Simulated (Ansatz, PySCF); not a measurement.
Energy from the minimum to the longest scanned distance (2.9 to 4 times the starting length) of diatomic hydrides, at UKS-PBE and at FCI.

Values in kJ/mol, from Ansatz (a program for electronic structure) and PySCF. Where two bases are given, the first is that of UKS-PBE. Full CI is exact in its basis, with frozen cores. Scans on which UKS-PBE failed, held another spin at the minimum or broke off are missing, so the means are lower bounds.

| system | basis | UKS-PBE | FCI | UKS-PBE − FCI |
|---|---|---|---|---|
| HGa singlet | aug-cc-pVDZ | 274 | 274 | -1 |
| HP triplet | cc-pVDZ | 305 | 270 | 36 |
| HSi cation singlet | cc-pVTZ | 305 | 322 | -17 |
| CH cation singlet | aug-cc-pVDZ | 305 | 384 | -79 |
| HSi cation singlet | cc-pVQZ | 306 | 328 | -22 |
| HMg doublet | def2-SVP | 134 | 119 | 15 |
| CH cation singlet | cc-pVDZ | 305 | 383 | -78 |
| HCl singlet | cc-pVDZ | 434 | 411 | 23 |
| HF cation doublet | aug-cc-pVDZ | 268 | 337 | -69 |
| HLi singlet | cc-pVTZ | 223 | 236 | -13 |

The mean error against full CI is -20 kJ/mol (median -15) and the mean absolute one 35 kJ/mol (median 22); UKS-PBE lies above in 3 and below in 7 of 10 cases. It is closest for HGa singlet (-1), HLi singlet (-13), HMg doublet (15) and furthest off for CH cation singlet (-79), CH cation singlet (-78), HF cation doublet (-69).
